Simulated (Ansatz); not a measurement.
System: chalcopyrite CdGeAs2. Method: PBEsol-D3(BJ) (PAW; Ansatz, a first-principles code).

Settings: plane-wave cutoff 520 eV, 8×8×8 k mesh, Fermi–Dirac smearing 0.01 eV, scalar-relativistic PAW data made under PBE.

Properties against volume:

Shape and atoms are relaxed at each volume.

```json
[
 {"V (Å³/atom)": "23.211", "P (GPa)": "2.95", "c (Å)": "10.994", "a (Å)": "5.812"},
 {"V (Å³/atom)": "23.694", "P (GPa)": "1.40", "c (Å)": "11.086", "a (Å)": "5.848"},
 {"V (Å³/atom)": "24.178", "P (GPa)": "0.00", "c (Å)": "11.171", "a (Å)": "5.885"},
 {"V (Å³/atom)": "24.661", "P (GPa)": "-1.25", "c (Å)": "11.261", "a (Å)": "5.919"},
 {"V (Å³/atom)": "25.145", "P (GPa)": "-2.37", "c (Å)": "11.345", "a (Å)": "5.955"}
]
```

Note: the bulk modulus comes from volumes at which shape and atoms were relaxed.
